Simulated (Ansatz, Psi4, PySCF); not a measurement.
Reaction (SMILES): N[Si](F)(F)F → [NH2] (NH2) + F[Si](F)F (the N-Si bond breaks)

Property: bond dissociation energy (electronic), in kcal/mol. Conventions: frozen cores in correlated levels; UHF or UKS for open shells; 6-311+G** with 5d, 6d on Na to Ar in Ansatz (an electronic-structure program); LANL2DZ with its own core potentials from Na on; spin-orbit terms left out; dispersion terms only where a functional's name holds one; non-relativistic; 6-31G* and kin with 6d, 5d where marked. Basis-set limits of correlation are two-point, X^-3; Hartree-Fock from the larger set. The bracket is a focal-point correction in the basis named. First-principles rows: single points at B3LYP-D3(BJ) geometries (Ansatz).

Coupled cluster (Ansatz) is a level with limits of its own, used here on species with T1 under 0.025 (0.045 for open shells) and stable references: RI-MP2/CBS(cc-pV(T+d)Z,cc-pV(Q+d)Z)+[CCSD(T)-MP2]/cc-pV(T+d)Z.

Value to compare with, RI-MP2/CBS(cc-pV(T+d)Z,cc-pV(Q+d)Z)+[CCSD(T)-MP2]/cc-pV(T+d)Z (Ansatz): 125.1 kcal/mol.

```json
[
 {"level": "HF/STO-3G", "program": "Ansatz", "bond dissociation energy (electronic) (kcal/mol)": "92.6", "difference": "-32.5"},
 {"level": "HF/6-31G*", "program": "Ansatz", "bond dissociation energy (electronic) (kcal/mol)": "96.2", "difference": "-28.9"},
 {"level": "SVWN5/6-31G*", "program": "Ansatz", "bond dissociation energy (electronic) (kcal/mol)": "137.5", "difference": "12.4"},
 {"level": "PBE/LANL2DZ", "program": "Ansatz", "bond dissociation energy (electronic) (kcal/mol)": "115.4", "difference": "-9.7"},
 {"level": "PBE/def2-SVP", "program": "Ansatz", "bond dissociation energy (electronic) (kcal/mol)": "118.1", "difference": "-7.0"},
 {"level": "BP86/def2-SVP", "program": "PySCF", "bond dissociation energy (electronic) (kcal/mol)": "116.6", "difference": "-8.5"},
 {"level": "B3LYP/3-21G", "program": "Ansatz", "bond dissociation energy (electronic) (kcal/mol)": "128.0", "difference": "2.9"},
 {"level": "B3LYP/6-31G*", "program": "Ansatz", "bond dissociation energy (electronic) (kcal/mol)": "116.2", "difference": "-8.9"},
 {"level": "B3LYP/cc-pVDZ", "program": "Ansatz", "bond dissociation energy (electronic) (kcal/mol)": "111.3", "difference": "-13.8"},
 {"level": "PBE0/6-311+G**", "program": "Ansatz", "bond dissociation energy (electronic) (kcal/mol)": "116.2", "difference": "-8.9"},
 {"level": "M06-2X/6-31G* (5d)", "program": "PySCF", "bond dissociation energy (electronic) (kcal/mol)": "124.3", "difference": "-0.8"},
 {"level": "M06-2X/6-311+G**", "program": "PySCF", "bond dissociation energy (electronic) (kcal/mol)": "121.6", "difference": "-3.5"},
 {"level": "wB97X-D/6-311+G**", "program": "Psi4", "bond dissociation energy (electronic) (kcal/mol)": "119.9", "difference": "-5.2"},
 {"level": "MP2/STO-3G", "program": "Ansatz", "bond dissociation energy (electronic) (kcal/mol)": "99.8", "difference": "-25.3"},
 {"level": "PBE0/def2-TZVPD", "program": "Ansatz", "bond dissociation energy (electronic) (kcal/mol)": "117.5", "difference": "-7.6"},
 {"level": "wB97M-V/def2-TZVPD", "program": "Ansatz", "bond dissociation energy (electronic) (kcal/mol)": "124.3", "difference": "-0.8"}
]
```

Among the 14 habitual levels, HF/STO-3G lies farthest from RI-MP2/CBS(cc-pV(T+d)Z,cc-pV(Q+d)Z)+[CCSD(T)-MP2]/cc-pV(T+d)Z (Ansatz) (-32.5 kcal/mol) and M06-2X/6-31G* (5d) nearest (-0.8); 2 of 14 lie above it, and their mean absolute difference is 12.0 kcal/mol, the median 8.9. One case shows no general order.

The levels are drawn from those run, B3LYP/6-31G* more often than the rest, none by its result; left out are runs that failed, that the program found above a lower state of the same kind, or whose <S^2> lies over 0.5 above the pure value.
